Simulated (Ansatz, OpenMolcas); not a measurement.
## AlNH3 (SMILES [NH2][AlH]): methods side by side

AlNH3: 5 atoms, total charge 0, spin state doublet. SMILES: `[NH2][AlH]`. Geometry: relaxed at PBE0-D4/def2-TZVP. This is one conformer, not always the lowest.

```xyz
5

N    -0.1166   -0.6608    0.1751
Al    0.8366    0.8339    0.1208
H     0.1485   -1.5053    0.6555
H    -1.0103   -0.7828   -0.2774
H     0.1918    2.0414   -0.7154
```

Quantity: the energy change with the Al2–H5 bond stretched from 1.604 to 2.887 Å, in eV. The values are calculated.

| level | kind | program | value (eV) |
| --- | --- | --- | --- |
| UPBE/cc-pVTZ | GGA | Ansatz | 1.76 |
| UM06-L/cc-pVTZ | meta-GGA | OpenMolcas | 1.95 |
| UBHLYP/cc-pVTZ | global hybrid | Ansatz | 1.86 |
| U-wB97M-V/cc-pVTZ | range-separated hybrid | Ansatz | 1.76 |
| U-wB97X/cc-pVTZ | range-separated hybrid | Ansatz | 1.92 |
| UCAM-B3LYP/cc-pVTZ | range-separated hybrid | Ansatz | 1.85 |
| UB2PLYP/cc-pVTZ | double hybrid | Ansatz | 1.84 |
| RPA@PBE0/cc-pVTZ | RPA | Ansatz | 1.91 |

The first shape isn't each level's own minimum. The values span 1.76 to 1.95 eV.
